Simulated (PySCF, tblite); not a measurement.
## Complex of Li+ and 4 × ammonia

A gas-phase complex of Li+ and 4 × ammonia; charge +1, singlet. The structure comes from a short search (6 tight-binding starts) and was relaxed by PBE0-D3(BJ)/def2-SVPD; another way of binding may lie lower. No frequency run checks that it is a minimum.

Parts: 1 = Li+ ([Li+]), atoms 1, charge +1; 2 = ammonia (N), atoms 2–5; 3 = ammonia (N), atoms 6–9; 4 = ammonia (N), atoms 10–13; 5 = ammonia (N), atoms 14–17.

```xyz
17

Li   -0.396    0.084   -0.815
N    -2.439    0.252   -1.223
H    -2.689   -0.029   -2.170
H    -3.012   -0.324   -0.609
H    -2.796    1.200   -1.119
N     0.145   -1.930   -0.846
H    -0.261   -2.447   -1.624
H     1.151   -2.072   -0.922
H    -0.136   -2.436   -0.008
N    -0.001    0.876    1.078
H     0.991    0.892    1.310
H    -0.322    1.836    1.190
H    -0.447    0.352    1.829
N     0.711    1.124   -2.246
H     1.697    0.869   -2.240
H     0.395    0.959   -3.200
H     0.692    2.136   -2.124
```
Atoms count from 1 in this order.

Contacts between parts, classed by geometry: Li1···N6 2.086 Å (ion contact); Li1···N14 2.087 Å (ion contact); Li1···N10 2.090 Å (ion contact); Li1···N2 2.090 Å (ion contact).

Interaction energies are complex less parts, with the parts frozen as they stand in it; counterpoise-corrected, in kcal/mol (PySCF).

(1) How strongly do the parts interact, level by level?

(2) What holds them together? Decompose the wB97M-D3(BJ)/def2-SVPD energy: frozen parts, their antisymmetrised product, then relaxation.

The parts were also relaxed and run alone, at the levels used for the complex: shieldings by PBE0/pcSseg-1; core levels by delta-SCF with SCAN, pcX-2 on the ionised atom and pcseg-1 elsewhere, spin-free X2C.

Values alone: shielding of Li1 (ppm): 95.2; shielding of N6 (ppm): 266.6; shielding of N14 (ppm): 266.6; N6 1s core level (eV): 405.54; N10 1s core level (eV): 405.54.

(3) What does binding change?

Results:

(1) 
```tsv
level	interaction	superposition error removed
wB97M-D3(BJ)/def2-SVPD	-117.88	-4.51
PBE0-D3(BJ)/def2-SVPD	-118.75	-4.27
```

(2) electrostatic -129.3, Pauli repulsion +40.6, orbital relaxation -28.4, dispersion correction -5.3 kcal/mol, which sum to the value before the counterpoise correction; the Pauli term holds the exchange-correlation of the frozen density too. Of the attraction, 79 % is electrostatic, 17 % is orbital relaxation, 3 % is dispersion correction.

(3) 
| property | alone | in the complex | change |
| --- | --- | --- | --- |
| shielding of Li1 (ppm) | 95.2 | 89.1 | -6.0 |
| shielding of N6 (ppm) | 266.6 | 255.6 | -11.0 |
| shielding of N14 (ppm) | 266.6 | 255.6 | -11.0 |
| N6 1s core level (eV) | 405.54 | 409.91 | +4.37 |
| N10 1s core level (eV) | 405.54 | 409.90 | +4.36 |
